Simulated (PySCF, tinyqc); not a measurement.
Worked calculation: RHF in the sto-3g basis, for CH2, spin multiplicity 1. The lowest restricted solution is unstable here: a spin-polarised one lies 0.0314 hartree lower (PySCF). One step of it, computed by the program tinyqc.

Task: Orthogonalisation. S = U s U^T; symmetric (Loewdin) form X = U s^(-1/2) U^T, so that X^T S X = 1.

overlap S:
```
           1C 1s     1C 2s    1C 2px     1C 2py    1C 2pz     2H 1s      3H 1s
1C 1s   1.000000  0.248362  0.000000   0.000000  0.000000  0.026009   0.024830
1C 2s   0.248362  1.000000  0.000000   0.000000  0.000000  0.297187   0.288303
1C 2px  0.000000  0.000000  1.000000   0.000000  0.000000  0.000000   0.000000
1C 2py  0.000000  0.000000  0.000000   1.000000  0.000000  0.291331  -0.284294
1C 2pz  0.000000  0.000000  0.000000   0.000000  1.000000  0.138656   0.135298
2H 1s   0.026009  0.297187  0.000000   0.291331  0.138656  1.000000   0.035121
3H 1s   0.024830  0.288303  0.000000  -0.284294  0.135298  0.035121   1.000000
```

Give: eigenvalues of S; X.

Result:

eigenvalues of S: 0.5155  0.5755  0.8944  1.0000  1.0837  1.3896  1.5412

X:
```
          1C 1s    1C 2s  1C 2px   1C 2py   1C 2pz    2H 1s    3H 1s
1C 1s    1.0256  -0.1391  0.0000  -0.0003  -0.0045   0.0182   0.0177
1C 2s   -0.1391   1.1024  0.0000   0.0024   0.0355  -0.1718  -0.1653
1C 2px   0.0000   0.0000  1.0000   0.0000   0.0000   0.0000   0.0000
1C 2py  -0.0003   0.0024  0.0000   1.0734   0.0010  -0.1688   0.1636
1C 2pz  -0.0045   0.0355  0.0000   0.0010   1.0162  -0.0783  -0.0757
2H 1s    0.0182  -0.1718  0.0000  -0.1688  -0.0783   1.0852  -0.0111
3H 1s    0.0177  -0.1653  0.0000   0.1636  -0.0757  -0.0111   1.0800
```
